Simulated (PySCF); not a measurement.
# C2H6N2 (CH3 ... N2 ... CH3): the cost of one run

Programs: PySCF 2.14.0, with routines of our own; each step states its level. All values are computed. Atoms count from 0.

## 1. The system as given

10 atoms, charge 0, high-spin multiplicity 3; geometry from: GFN2-xTB fragments, placed rigidly.

The system (radical pair across a spacer): CH3···N2···CH3. The radical centres are 5.66 Å apart, edge to face; the spin sites are atoms 0, 1, 2, 3 (1 unpaired) and atoms 4, 5, 6, 7 (1 unpaired).

## 2. Magnetic exchange: CASSCF and SC-NEVPT2/def2-SVP (2,2)

Job settings and geometry (Å):

```
{"job": {"kind": "cas", "basis": "def2-SVP", "active": "magnetic", "zfs": true}, "charge": 0, "high_spin_multiplicity": 3, "spin_sites": [[[0, 1, 2, 3], 1], [[4, 5, 6, 7], 1]]}
C     -0.000100    -0.000000    -2.827500
H      0.651900    -0.845200    -2.827800
H      0.406000     0.987100    -2.827800
H     -1.058100    -0.142000    -2.827800
C     -0.000100    -0.000000     2.827700
H     -0.422400     0.732000     2.175700
H      0.493700    -0.854800     2.421700
H     -0.070800     0.123000     3.885700
N     -0.000100    -0.000000    -0.549000
N     -0.000100    -0.000000     0.549200
```

With the program's defaults for keys left out, this is: CASSCF and SC-NEVPT2/def2-SVP spin states, gas phase.

Command:

```
$ OMP_NUM_THREADS=1 python exch_run.py task.json out
```

This one command runs all jobs of the session in turn.

Q: Estimate the wall time and peak memory of this first job on 1 thread of Arm Neoverse N1, shared host.

About 3.5 s, with a peak of 0.24 GiB.
